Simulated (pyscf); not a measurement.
propane (H₃C–CH₂–CH₃) + Cl atom (Cl•) -> chloroethane (H₃C–CH₂–Cl) + methyl (CH₃•) (substitution at C; doublet surface; C–C broken, C–Cl formed). Single points on ωB97X-D3(BJ)/def2-SVP structures (PySCF, gas phase). Energies in kcal/mol from the separated reactants.

```tsv
level	barrier	reaction energy
ωB97X-D3(BJ)/def2-TZVP	(withheld)	(withheld)
PBE/def2-TZVP	25.5	+4.8
B3LYP-D3(BJ)/def2-TZVP	30.8	+7.1
M06-2X/def2-TZVP	35.0	+7.5
ωB97M-D3(BJ)/def2-TZVP	36.1	+8.0
HF/def2-TZVP	(withheld)	+10.1
```

### Question
What belongs in the gaps?

### Answer

- ωB97X-D3(BJ)/def2-TZVP, barrier: 36.6
- ωB97X-D3(BJ)/def2-TZVP, reaction energy: +7.8
- HF/def2-TZVP, barrier: 54.0

The functionals in the table span 11.1 kcal/mol in this barrier, from PBE to ωB97X-D3(BJ). The same reactants have a lower exit, to H₃C–CH•–CH₃ + HCl (highest point, the separated products, at -0.9 kcal/mol at ωB97M-D3(BJ), against +36.1 kcal/mol here). One saddle was located; it need not be the lowest between these sides. The angle at the attacked C is 160°. Left out: the spin-orbit lowering of Cl.
